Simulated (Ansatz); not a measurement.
C2H4F2O2, SMILES `COC(O)(F)F`. The species carries charge 0 and has multiplicity 1.

```xyz
10

C    -1.389   -0.234   -0.045
O    -0.205    0.248    0.580
C     0.927    0.170   -0.157
O     1.977    0.628    0.551
F     1.138   -1.113   -0.564
F     0.842    0.885   -1.293
H    -1.585    0.310   -0.970
H    -2.193   -0.052    0.664
H    -1.312   -1.303   -0.250
H     1.800    0.462    1.483
```

(1) What are the harmonic wavenumbers in cm⁻¹ at PBE0-D4/def2-TZVP (Ansatz, finite differences of forces, unscaled)? (Estimate.)

(2) Is this a minimum?

(3) Give the ideal-gas thermochemistry at 298.15 K and 1 bar (rigid rotor, harmonic oscillator; point group C1, symmetry number 1).

Answers

(1) Ansatz gave: 89, 166, 172, 277, 432, 465, 581, 612, 677, 858, 1056, 1115, 1147, 1181, 1229, 1330, 1389, 1486, 1489, 1504, 3064, 3143, 3177, 3861.

(2) Yes, all 24 modes are real.

(3) Zero-point energy 182.4 kJ/mol; H(298) − E = 201.8 kJ/mol; entropy 332.2 J/(mol·K), of which translation 166.0, rotation 109.8, vibration 56.4; G(298) − E = 102.8 kJ/mol. Modes under 100 cm⁻¹ are hindered rotations or soft bends, so the harmonic entropy is rough.
